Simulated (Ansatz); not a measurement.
# BSiN (singlet): RPA-PBE over vertical spin and charge gaps and displaced geometries, cc-pVDZ

How well do these functionals follow the top wave-function level for BSiN (singlet) over vertical spin and charge gaps and displaced geometries?

Program: Ansatz 0.2.0, Gaussian basis. Level of theory: cc-pVDZ, all electrons in the functionals, frozen cores in the correlation of double hybrids and RPA. These are calculated values, not measurements.

To be run: RPA-PBE, at charge 0, singlet; charge 0, triplet; charge 1, doublet; displaced geometry v1; displaced geometry v2.

22 further runs of the same task are left out: 2 for a known fault of the program, 10 that didn't finish, 10 set aside as unsound or not needed.

### Step 1. The system

The geometry is a PBE0/def2-TZVP stationary point (not a proven minimum).

3 atoms, charge 0, spin multiplicity 1.

Atoms are counted from 1 here; the program's logs count them from 0.

Bond lengths: B1–N2 1.366 Å, N2–Si3 1.578 Å. Angles: B1–N2–Si3 180.0°.

Geometry (Å):

```xyz
3
charge 0, multiplicity 1
B     0.0000    0.0000    1.4367
N     0.0000    0.0000    0.0705
Si    0.0000    0.0000   -1.5072
```

No dispersion term is added.

The geometry shown and the zero of energy belong to the point charge 0, singlet. The yardstick, RCCSDT(Q), and other wave-function levels (R restricted, U unrestricted, valence and pair active spaces) come from earlier runs.

### Step 2. RPA-PBE, charge 0, singlet

in.yaml reads:

```yaml
crystal:
  periodic: [false, false, false]
  atoms:
    - {symbol: B, position_ang: [0.000000, 0.000000, 1.436730]}
    - {symbol: N, position_ang: [0.000000, 0.000000, 0.070506]}
    - {symbol: Si, position_ang: [0.000000, 0.000000, -1.507236]}
basis:
  gaussian: {orbitals: cc-pVDZ}
hamiltonian: {xc: {name: PBE}}
correlation: {method: rpa, electrons: outside_noble_gas}
```

The run is started by

```console
ansatz run in.yaml --threads 1 --pin off --events-out ev --progress --plain --max-ram 2393MiB
```

Output:

```text
Functional definition: PBE
  name "PBE"
  cite "Perdew, Burke & Ernzerhof, Phys. Rev. Lett. 77, 3865 (1996) doi:10.1103/PhysRevLett.77.3865"
  parent pbe
  parameter kappa = 0.804
  parameter beta = 0.06672455060314922
  exchange = pbe_x(kappa = kappa, mu = beta*pi^2/3)
  correlation = pbe_c(beta = beta)
454 factors; integrals over basis functions are off by at most 1.1e-3 eV
mean field evaluation 1: about -10023.3041 eV, gradient 7.0e1 eV
mean field evaluation 2: about -10023.3010 eV, gradient 7.0e1 eV
mean field evaluation 4: about -10032.1037 eV, gradient 2.2e1 eV
mean field evaluation 8: about -10034.4970 eV, gradient 8.9e-1 eV
mean field evaluation 16: about -10034.4984 eV, gradient 3.2e-5 eV
mean field evaluation 32: about -10027.8319 eV, gradient 8.3e0 eV
mean field evaluation 64: about -9981.5017 eV, gradient 4.3e1 eV
mean field evaluation 96: about -10027.8878 eV, gradient 1.0e1 eV
mean field -10034.49844064 eV, -368.7610160662 hartree, gradient 1.6e-6 eV, S^2 0.000000; 6 other end points of the search recorded, 0 dependent functions left out
7 core orbitals not correlated: weight in the atoms' cores, before any rotation towards them, 1.000 or more for the frozen orbitals, at most 0.000 for the correlated occupied ones
reference -10013.31043092 eV, -367.9823710708 hartree; 6, 6 occupied and 33, 33 virtual orbitals, 454 factors
Total energy: -10026.58171011 eV, -368.4700815852 hartree
```

Wall time 18 s (1 thread of Intel Xeon at 2.50GHz, shared host).

### Step 3. RPA-PBE, charge 0, triplet

Changes to in.yaml since step 2:

```diff
@@ -8,2 +8,3 @@
   gaussian: {orbitals: cc-pVDZ}
+magnetization: {spin_polarized: true, initial_magnetization: 2}
 hamiltonian: {xc: {name: PBE}}
```

The command is unchanged.

Output:

```text
Functional definition: PBE
  name "PBE"
  cite "Perdew, Burke & Ernzerhof, Phys. Rev. Lett. 77, 3865 (1996) doi:10.1103/PhysRevLett.77.3865"
  parent pbe
  parameter kappa = 0.804
  parameter beta = 0.06672455060314922
  exchange = pbe_x(kappa = kappa, mu = beta*pi^2/3)
  correlation = pbe_c(beta = beta)
454 factors; integrals over basis functions are off by at most 1.1e-3 eV
mean field evaluation 1: about -10022.8863 eV, gradient 4.9e1 eV
mean field evaluation 2: about -10022.8828 eV, gradient 4.9e1 eV
mean field evaluation 4: about -10029.1614 eV, gradient 2.1e1 eV
mean field evaluation 8: about -10033.3022 eV, gradient 1.5e-1 eV
mean field evaluation 16: about -10033.3023 eV, gradient 2.4e-5 eV
mean field evaluation 32: about -9987.7112 eV, gradient 3.7e1 eV
mean field -10033.30226366 eV, -368.7170573730 hartree, gradient 8.8e-7 eV, S^2 2.020412; 1 other end points of the search recorded, 0 dependent functions left out
7 core orbitals not correlated: weight in the atoms' cores, before any rotation towards them, 1.000 or more for the frozen orbitals, at most 0.000 for the correlated occupied ones
reference -10012.20348930 eV, -367.9416917164 hartree; 7, 5 occupied and 32, 34 virtual orbitals, 454 factors
Total energy: -10024.81478183 eV, -368.4051481686 hartree
```

Wall time 10 s (1 thread of Intel Xeon at 2.50GHz, shared host).

From the report: ⟨S²⟩ of the determinant 2.020 (pure triplet: 2.00).

From charge 0, singlet: +1.767 eV.

### Step 4. RPA-PBE, charge 1, doublet

Changes to in.yaml since step 3:

```diff
@@ -8,3 +8,4 @@
   gaussian: {orbitals: cc-pVDZ}
-magnetization: {spin_polarized: true, initial_magnetization: 2}
+total_charge: 1
+magnetization: {spin_polarized: true, initial_magnetization: 1}
 hamiltonian: {xc: {name: PBE}}
```

Same command.

Output:

```text
Functional definition: PBE
  name "PBE"
  cite "Perdew, Burke & Ernzerhof, Phys. Rev. Lett. 77, 3865 (1996) doi:10.1103/PhysRevLett.77.3865"
  parent pbe
  parameter kappa = 0.804
  parameter beta = 0.06672455060314922
  exchange = pbe_x(kappa = kappa, mu = beta*pi^2/3)
  correlation = pbe_c(beta = beta)
454 factors; integrals over basis functions are off by at most 1.1e-3 eV
mean field evaluation 1: about -10000.1900 eV, gradient 7.7e1 eV
mean field evaluation 2: about -10000.1863 eV, gradient 7.7e1 eV
mean field evaluation 4: about -10018.5664 eV, gradient 3.3e1 eV
mean field evaluation 8: about -10026.5138 eV, gradient 8.8e-1 eV
mean field evaluation 16: about -10026.5165 eV, gradient 9.6e-5 eV
mean field evaluation 32: about -9981.2271 eV, gradient 3.0e1 eV
mean field -10026.51650607 eV, -368.4676853811 hartree, gradient 2.3e-6 eV, S^2 0.760673; 0 other end points of the search recorded, 0 dependent functions left out
7 core orbitals not correlated: weight in the atoms' cores, before any rotation towards them, 1.000 or more for the frozen orbitals, at most 0.000 for the correlated occupied ones
reference -10006.39621408 eV, -367.7282782883 hartree; 6, 5 occupied and 33, 34 virtual orbitals, 454 factors
Total energy: -10018.33963846 eV, -368.1671910390 hartree
```

It took 8.6 s on 1 thread of Intel Xeon at 2.50GHz, shared host.

From the report: ⟨S²⟩ of the determinant 0.761 (pure doublet: 0.75).

From charge 0, singlet: +8.242 eV.

### Step 5. RPA-PBE, displaced geometry v1

in.yaml reads:

```yaml
crystal:
  periodic: [false, false, false]
  atoms:
    - {symbol: B, position_ang: [-0.015433, -0.009008, 1.458370]}
    - {symbol: N, position_ang: [-0.016266, -0.025151, 0.080993]}
    - {symbol: Si, position_ang: [0.031698, 0.034159, -1.539363]}
basis:
  gaussian: {orbitals: cc-pVDZ}
hamiltonian: {xc: {name: PBE}}
correlation: {method: rpa, electrons: outside_noble_gas}
```

The command is unchanged.

Output:

```text
Functional definition: PBE
  name "PBE"
  cite "Perdew, Burke & Ernzerhof, Phys. Rev. Lett. 77, 3865 (1996) doi:10.1103/PhysRevLett.77.3865"
  parent pbe
  parameter kappa = 0.804
  parameter beta = 0.06672455060314922
  exchange = pbe_x(kappa = kappa, mu = beta*pi^2/3)
  correlation = pbe_c(beta = beta)
454 factors; integrals over basis functions are off by at most 1.0e-3 eV
mean field evaluation 1: about -10023.2950 eV, gradient 6.9e1 eV
mean field evaluation 2: about -10023.2926 eV, gradient 6.9e1 eV
mean field evaluation 4: about -10032.0461 eV, gradient 2.2e1 eV
mean field evaluation 8: about -10034.5461 eV, gradient 1.0e0 eV
mean field evaluation 16: about -10034.5490 eV, gradient 2.0e-4 eV
mean field evaluation 32: about -10017.3009 eV, gradient 4.2e1 eV
mean field evaluation 64: about -9982.3796 eV, gradient 4.2e1 eV
mean field -10034.54902091 eV, -368.7628748570 hartree, gradient 3.1e-6 eV, S^2 0.000000; 4 other end points of the search recorded, 0 dependent functions left out
7 core orbitals not correlated: weight in the atoms' cores, before any rotation towards them, 1.000 or more for the frozen orbitals, at most 0.000 for the correlated occupied ones
reference -10013.21377064 eV, -367.9788188711 hartree; 6, 6 occupied and 33, 33 virtual orbitals, 454 factors
Total energy: -10026.63838468 eV, -368.4721643375 hartree
```

Wall time 16 s (1 thread of Intel Xeon at 2.50GHz, shared host).

From charge 0, singlet: -0.057 eV.

### Step 6. RPA-PBE, displaced geometry v2

in.yaml reads:

```yaml
crystal:
  periodic: [false, false, false]
  atoms:
    - {symbol: B, position_ang: [0.084376, 0.005225, 1.431728]}
    - {symbol: N, position_ang: [-0.080498, 0.013599, 0.077097]}
    - {symbol: Si, position_ang: [-0.003878, -0.018825, -1.508825]}
basis:
  gaussian: {orbitals: cc-pVDZ}
hamiltonian: {xc: {name: PBE}}
correlation: {method: rpa, electrons: outside_noble_gas}
```

Same command.

Output:

```text
Functional definition: PBE
  name "PBE"
  cite "Perdew, Burke & Ernzerhof, Phys. Rev. Lett. 77, 3865 (1996) doi:10.1103/PhysRevLett.77.3865"
  parent pbe
  parameter kappa = 0.804
  parameter beta = 0.06672455060314922
  exchange = pbe_x(kappa = kappa, mu = beta*pi^2/3)
  correlation = pbe_c(beta = beta)
454 factors; integrals over basis functions are off by at most 1.0e-3 eV
mean field evaluation 1: about -10023.2949 eV, gradient 7.0e1 eV
mean field evaluation 2: about -10023.2919 eV, gradient 7.0e1 eV
mean field evaluation 4: about -10032.1002 eV, gradient 2.2e1 eV
mean field evaluation 8: about -10034.5019 eV, gradient 1.6e0 eV
mean field evaluation 16: about -10034.5147 eV, gradient 1.3e-4 eV
mean field evaluation 32: about -10017.4188 eV, gradient 4.2e1 eV
mean field evaluation 64: about -9979.7374 eV, gradient 5.1e1 eV
mean field evaluation 96: about -10029.3850 eV, gradient 5.8e0 eV
mean field -10034.51470029 eV, -368.7616135975 hartree, gradient 1.6e-6 eV, S^2 0.000000; 6 other end points of the search recorded, 0 dependent functions left out
7 core orbitals not correlated: weight in the atoms' cores, before any rotation towards them, 1.000 or more for the frozen orbitals, at most 0.000 for the correlated occupied ones
reference -10013.27363174 eV, -367.9810187257 hartree; 6, 6 occupied and 33, 33 virtual orbitals, 454 factors
Total energy: -10026.58812589 eV, -368.4703173608 hartree
```

It took 15 s on 1 thread of Intel Xeon at 2.50GHz, shared host.

From charge 0, singlet: -0.006 eV.

### Step 7. Against the wave-function levels

The yardstick is RCCSDT(Q), where the cluster series has nearly closed. It comes from earlier runs at the same points. Energies in eV, counted from charge 0, singlet; blanks weren't run or aren't comparable.

```csv
level,singlet to triplet,ionisation to the doublet cation,displacement v1,displacement v2
RCCSDT(Q),1.627,7.993,-0.044,-0.010
RPA-PBE,1.767,8.242,-0.057,-0.006
```

Largest miss and mean time a point (RCCSDT(Q) took 79 s a point; shared hosts):

```csv
level,largest miss (eV),where,time a point
RPA-PBE,+0.249,ionisation to the doublet cation,13 s
```

### Step 8. What came out

```
                                   quantity                                         value
              singlet to triplet, RCCSDT(Q)                                      1.627 eV
ionisation to the doublet cation, RCCSDT(Q)                                      7.993 eV
                 displacement v1, RCCSDT(Q)                                     -0.044 eV
                 displacement v2, RCCSDT(Q)                                     -0.010 eV
                      largest miss, RPA-PBE  +0.249 eV (ionisation to the doublet cation)
```

In words: RPA-PBE strays by up to 0.249 eV, at ionisation to the doublet cation. Functionals and the yardstick converge differently with the basis, so part of each miss in cc-pVDZ is the basis.
